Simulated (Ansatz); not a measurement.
# SiH₃ (doublet): B3LYP, r2SCAN0 over a scan of the distance Si1–H4, 6-31G

Aim: run SiH₃ (doublet) with these functionals over a scan of the distance Si1–H4, and hold them against the top wave-function level at the same points.

Program: Ansatz 0.2.0, Gaussian basis. Level of theory: 6-31G, all electrons in the functionals. These are calculated values, not measurements.

Plan: B3LYP, r2SCAN0, at 1.170 Å; 1.352 Å; 1.486 Å; 1.629 Å; 1.778 Å; 2.020 Å; 2.395 Å; 2.803 Å; 3.294 Å; 4.029 Å; 5.142 Å.

17 further runs of the same task are left out: 12 that didn't finish, 5 set aside as unsound or not needed.

**1. The system**

The geometry derives from a PBE0/def2-TZVP stationary point (not a proven minimum). One bond is set to the value named and the two fragments are kept rigid.

4 atoms, charge 0, spin multiplicity 2.

Atoms are counted from 1 here; the program's logs count them from 0.

Bond lengths: Si1–H2 1.486 Å, Si1–H3 1.486 Å, Si1–H4 1.486 Å. Angles: H2–Si1–H3 111.3°, H2–Si1–H4 111.3°, H3–Si1–H4 111.3°.

No dispersion term is added. B3LYP takes the VWN-RPA correlation.

The geometry shown and the zero of energy belong to the point 1.486 Å. The yardstick, FCI, and other wave-function levels (R restricted, U unrestricted, valence and pair active spaces) come from earlier runs.

**2. B3LYP, 1.170 Å**

in.yaml

```yaml
crystal:
  periodic: [false, false, false]
  atoms:
    - {symbol: Si, position_ang: [-0.004712, -0.008556, -0.040635]}
    - {symbol: H, position_ang: [1.410546, 0.006098, 0.412220]}
    - {symbol: H, position_ang: [-0.725859, 1.211524, 0.406132]}
    - {symbol: H, position_ang: [-0.553391, -0.979203, 0.313901]}
basis:
  gaussian: {orbitals: 6-31G}
magnetization: {spin_polarized: true, initial_magnetization: 1}
hamiltonian: {xc: {name: B3LYP}}
```

Run with:

```console
$ ansatz run in.yaml --threads 1 --pin off --events-out ev --progress --plain --max-ram 2393MiB
```

The runs that follow: B3LYP, 1.352 Å; B3LYP, 1.486 Å; B3LYP, 1.629 Å; B3LYP, 1.778 Å; B3LYP, 2.020 Å; B3LYP, 2.395 Å; B3LYP, 2.803 Å; B3LYP, 3.294 Å; B3LYP, 4.029 Å; B3LYP, 5.142 Å; r2SCAN0, 1.170 Å; r2SCAN0, 1.352 Å; r2SCAN0, 1.486 Å; r2SCAN0, 1.629 Å; r2SCAN0, 1.778 Å; r2SCAN0, 2.020 Å; r2SCAN0, 2.395 Å; r2SCAN0, 2.803 Å; r2SCAN0, 3.294 Å; r2SCAN0, 4.029 Å; r2SCAN0, 5.142 Å.

Before running them: what should the planned runs give, taken together? Wanted: span of the FCI curve; largest miss, B3LYP; largest miss, r2SCAN0.

As calculated:

| quantity | value |
| --- | --- |
| span of the FCI curve | 71.4 kcal/mol |
| largest miss, B3LYP | +7.3 kcal/mol (2.803 Å) |
| largest miss, r2SCAN0 | +10.4 kcal/mol (2.395 Å) |

What this shows: Of the functionals, B3LYP keep the smallest largest miss at the points compared (at most 7.3 kcal/mol) and r2SCAN0 strays most (10.4 kcal/mol, at 2.395 Å). B3LYP, r2SCAN0 clearly break the spin symmetry at some points (⟨S²⟩ up to 0.54 above the pure value), so energy there is bought with a mixed spin. Functionals and the yardstick converge differently with the basis, so part of each miss in 6-31G is the basis.
